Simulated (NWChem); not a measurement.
CS; SMILES [C-]#[S+]

Program: NWChem. Medium grid unless said otherwise, to which SCAN and Minnesota functionals are sensitive. All runs use the structure optimised with PBE0-D3(BJ)/def2-TZVP. Computed dipoles belong to the equilibrium geometry; the measured one is vibrationally averaged.

Measured dipole moment: 1.98 D (NIST CCCBDB, as tabulated in the package chemicals).

```csv
level,dipole moment (D),computed − measured
B3LYP/def2-SVP,1.87,-0.11
PBE/def2-SVP,1.91,-0.07
BHandHLYP/def2-SVP,1.76,-0.22
N12/def2-SVP,1.77,-0.21
M05-2X/def2-SVP,1.89,-0.09
B97-2/def2-SVP,1.78,-0.20
B97-D/def2-SVP,1.84,-0.14
r2SCAN/def2-SVP,1.84,-0.14
PBE0/def2-SVP,1.82,-0.16
BP86/def2-SVP,1.89,-0.09
```
